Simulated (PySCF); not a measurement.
# C6H10: a look at the electrons

For C6H10, the scripts below see where an electron leaves and enters, compute its lowest excited states and probe its ring current by NICS.

Method: levels as typed in each script, gas phase, geometry from GFN2-xTB; program: PySCF 2.14.0.

### Step 1. Starting geometry

SMILES `C1=CCCCC1`, 16 atoms, charge 0, spin multiplicity 1.

Bond lengths: C1–C2 1.322 Å, C1–C6 1.498 Å, C1–H7 1.082 Å, C2–C3 1.498 Å, C2–H8 1.082 Å, C3–C4 1.526 Å, C3–H9 1.093 Å, C3–H10 1.096 Å, C4–C5 1.525 Å, C4–H11 1.092 Å, C4–H12 1.092 Å, C5–C6 1.526 Å, C5–H13 1.092 Å, C5–H14 1.092 Å, C6–H15 1.093 Å, C6–H16 1.096 Å. Angles: C2–C1–C6 123.5°, C2–C1–H7 120.5°, C6–C1–H7 116.0°, C1–C2–C3 123.5°, C1–C2–H8 120.5°, C3–C2–H8 116.0°, C2–C3–C4 111.3°, C2–C3–H9 109.5°, C2–C3–H10 108.8°, C4–C3–H9 110.3°, C4–C3–H10 109.8°, H9–C3–H10 107.0°, C3–C4–C5 109.8°, C3–C4–H11 110.1°, C3–C4–H12 109.4°, C5–C4–H11 110.5°, C5–C4–H12 109.1°, H11–C4–H12 108.0° and more.

Coordinates:

```
C     0.6590   -1.2911   -0.0527
C    -0.6590   -1.2911    0.0527
C    -1.4838   -0.0423    0.1171
C    -0.6837    1.1757   -0.3374
C     0.6837    1.1757    0.3374
C     1.4838   -0.0423   -0.1171
H     1.2049   -2.2233   -0.1084
H    -1.2049   -2.2233    0.1084
H    -2.3765   -0.1615   -0.5025
H    -1.8263    0.1020    1.1478
H    -1.2277    2.0917   -0.0977
H    -0.5485    1.1371   -1.4205
H     1.2277    2.0917    0.0977
H     0.5485    1.1371    1.4205
H     2.3765   -0.1615    0.5025
H     1.8263    0.1020   -1.1478
```

### Step 2. Removing and adding an electron (B3LYP/6-31+g*)

input.py reads:

```python
import numpy as np
from pyscf import gto, scf, dft
from pyscf.scf import atom_ks, atom_hf
from scipy.linalg import block_diag

def solve(mol, dm0=None, hcore=None):
    mf = (dft.UKS if mol.spin else dft.RKS)(mol, xc='b3lyp')
    mf.grids.level = 3
    mf = mf.density_fit(auxbasis='def2-universal-jkfit')
    mf.conv_tol, mf.max_cycle = 1e-8, 80
    if hcore is not None:
        mf.get_hcore = lambda *args: hcore
    mf.kernel(dm0)
    if not mf.converged:
        mf = mf.newton().run(mf.mo_coeff, mf.mo_occ, max_cycle=30)
    assert mf.converged, 'SCF not converged'
    return mf

mol = gto.M(atom='''
C      0.65900    -1.29109    -0.05266
C     -0.65900    -1.29109     0.05266
C     -1.48377    -0.04227     0.11711
C     -0.68370     1.17568    -0.33742
C      0.68370     1.17568     0.33742
C      1.48377    -0.04227    -0.11711
H      1.20493    -2.22329    -0.10835
H     -1.20493    -2.22329     0.10835
H     -2.37651    -0.16152    -0.50250
H     -1.82634     0.10201     1.14778
H     -1.22767     2.09174    -0.09774
H     -0.54852     1.13709    -1.42054
H      1.22767     2.09174     0.09774
H      0.54852     1.13709     1.42054
H      2.37651    -0.16152     0.50250
H      1.82634     0.10201    -1.14778
''', basis='6-31+g*', charge=0, spin=0, verbose=4)
mf = solve(mol)
out = dict(e0=mf.e_tot, dm0=mf.make_rdm1(), c=mf.mo_coeff, occ=mf.mo_occ, eps=mf.mo_energy)
for name, dq, spin in [('cation', 1, 1), ('anion', -1, 1)]:
    ion = mol.copy().set(charge=mol.charge + dq, spin=spin).build()
    mi = solve(ion)
    if spin and dq > 0 and mol.nao < 130:
        c, _, stable, _ = mi.stability(return_status=True)
        if not stable:
            mi = solve(ion, mi.make_rdm1(c, mi.mo_occ))
    print(name, 'vertical energy change / eV', (mi.e_tot - mf.e_tot) * 27.211386)
    out.update({'e_' + name: mi.e_tot, 'dm_' + name: mi.make_rdm1(), 's2_' + name: mi.spin_square()[0], 'eps_' + name: mi.mo_energy, 'occ_' + name: mi.mo_occ})
# spherically averaged free atoms, for the promolecule
atm = atom_ks.get_atm_nrks(mol, xc='b3lyp')
pro = block_diag(*[(atm[a[0]][2] * atm[a[0]][3]) @ atm[a[0]][2].T for a in mol._atom])
np.savez('result.npz', pro=pro, **out)
```

The run is started by

```
$ OMP_NUM_THREADS=1 python input.py
```

### Step 4. Excited states (CAM-B3LYP/6-31+g*)

input.py reads:

```python
import numpy as np
from pyscf import gto, scf, dft, tdscf
from pyscf.scf import atom_ks, atom_hf
from scipy.linalg import block_diag

def solve(mol, dm0=None, hcore=None):
    mf = (dft.UKS if mol.spin else dft.RKS)(mol, xc='camb3lyp')
    mf.grids.level = 3
    mf = mf.density_fit(auxbasis='def2-universal-jkfit')
    mf.conv_tol, mf.max_cycle = 1e-8, 80
    if hcore is not None:
        mf.get_hcore = lambda *args: hcore
    mf.kernel(dm0)
    if not mf.converged:
        mf = mf.newton().run(mf.mo_coeff, mf.mo_occ, max_cycle=30)
    assert mf.converged, 'SCF not converged'
    return mf

mol = gto.M(atom='''
C      0.65900    -1.29109    -0.05266
C     -0.65900    -1.29109     0.05266
C     -1.48377    -0.04227     0.11711
C     -0.68370     1.17568    -0.33742
C      0.68370     1.17568     0.33742
C      1.48377    -0.04227    -0.11711
H      1.20493    -2.22329    -0.10835
H     -1.20493    -2.22329     0.10835
H     -2.37651    -0.16152    -0.50250
H     -1.82634     0.10201     1.14778
H     -1.22767     2.09174    -0.09774
H     -0.54852     1.13709    -1.42054
H      1.22767     2.09174     0.09774
H      0.54852     1.13709     1.42054
H      2.37651    -0.16152     0.50250
H      1.82634     0.10201    -1.14778
''', basis='6-31+g*', charge=0, spin=0, verbose=4)
mf = solve(mol)
td = mf.TDA()
td.nstates, td.singlet, td.conv_tol = 6, True, 1e-5
td.kernel()
td.analyze()
x, y = np.array([p[0] for p in td.xy]), np.array([p[1] + 0 * p[0] for p in td.xy])
f, mu = td.oscillator_strength(), td.transition_dipole()
nto = [td.get_nto(state=i + 1, verbose=4) for i in range(len(td.e))]
# spherically averaged free atoms, for the promolecule
atm = atom_ks.get_atm_nrks(mol, xc='camb3lyp')
pro = block_diag(*[(atm[a[0]][2] * atm[a[0]][3]) @ atm[a[0]][2].T for a in mol._atom])
np.savez('result.npz', e=td.e, f=f, ok=td.converged, w=[n[0] for n in nto], nto=[n[1] for n in nto], x=x, y=y, c=mf.mo_coeff, occ=mf.mo_occ, eps=mf.mo_energy, pro=pro, mu=mu)
```

### Step 6. Ring currents (HF/cc-pvdz)

input.py reads:

```python
import numpy as np
from pyscf import gto, scf, dft
from pyscf.prop import nmr
from pyscf.data import nist

def solve(mol, dm0=None, hcore=None):
    mf = scf.UHF(mol) if mol.spin else scf.RHF(mol)
    mf.conv_tol, mf.max_cycle = 1e-8, 80
    if hcore is not None:
        mf.get_hcore = lambda *args: hcore
    mf.kernel(dm0)
    if not mf.converged:
        mf = mf.newton().run(mf.mo_coeff, mf.mo_occ, max_cycle=30)
    assert mf.converged, 'SCF not converged'
    return mf

mol = gto.M(atom='''
C      0.65900    -1.29109    -0.05266
C     -0.65900    -1.29109     0.05266
C     -1.48377    -0.04227     0.11711
C     -0.68370     1.17568    -0.33742
C      0.68370     1.17568     0.33742
C      1.48377    -0.04227    -0.11711
H      1.20493    -2.22329    -0.10835
H     -1.20493    -2.22329     0.10835
H     -2.37651    -0.16152    -0.50250
H     -1.82634     0.10201     1.14778
H     -1.22767     2.09174    -0.09774
H     -0.54852     1.13709    -1.42054
H      1.22767     2.09174     0.09774
H      0.54852     1.13709     1.42054
H      2.37651    -0.16152     0.50250
H      1.82634     0.10201    -1.14778
''', basis='cc-pvdz', charge=0, spin=0, verbose=4)
mf = solve(mol)
calc = nmr.RHF(mf)
calc.cphf = True
nuclei = calc.kernel()
mo1 = calc.mo10
# ring centres and points 1 angstrom above and below them
points = np.array([
    [-0.0000, -0.0526, 0.0000],
    [-0.0075, -0.0526, 1.0000],
    [0.0075, -0.0526, -1.0000],
]) / nist.BOHR
mol.atom_coord = lambda i, unit='Bohr': points[i]
idx = range(len(points))
sigma = (calc.dia(shielding_nuc=idx) + calc.para(mo10=mo1, shielding_nuc=idx)[0]) * nist.ALPHA**2 * 1e6
for p, t in zip(points, sigma):
    print('NICS at %8.4f %8.4f %8.4f  %8.2f ppm' % (*(p * nist.BOHR), -t.trace() / 3))
occ = mf.mo_coeff[:, mf.mo_occ > 0]
dm1 = np.array([mf.mo_coeff @ (2 * x) @ occ.T for x in mo1])
np.savez('result.npz', sigma=sigma, nuclei=nuclei, dm0=mf.make_rdm1(), dm1=dm1, e=mf.e_tot, eps=mf.mo_energy, occ=mf.mo_occ)
```

(Steps that only read results are left out.)

Q: Predict the outcome of this session. Wanted: vertical ionisation energy; lowest singlet excitation; NICS(1)zz, 6-membered ring C1/C2/C3/C4/C5/C6.

**Answer**, as computed:

```
                                                 quantity     value
               vertical ionisation energy (B3LYP/6-31+g*)   8.96 eV
            lowest singlet excitation (CAM-B3LYP/6-31+g*)   6.36 eV
NICS(1)zz, 6-membered ring C1/C2/C3/C4/C5/C6 (HF/cc-pvdz)  +2.6 ppm
```

**Reading.** The ionisation energy from two SCF runs, 8.96 eV, lies 2.3 eV above −ε(HOMO) = 6.62 eV of the same level, B3LYP/6-31+g*, since self-interaction lifts this functional's HOMO. The 6-membered ring C1/C2/C3/C4/C5/C6 is neither clearly shielded nor deshielded above its centre; in such a ring the values come largely from σ bonds and don't measure π aromaticity. The geometry was not optimised at these levels.
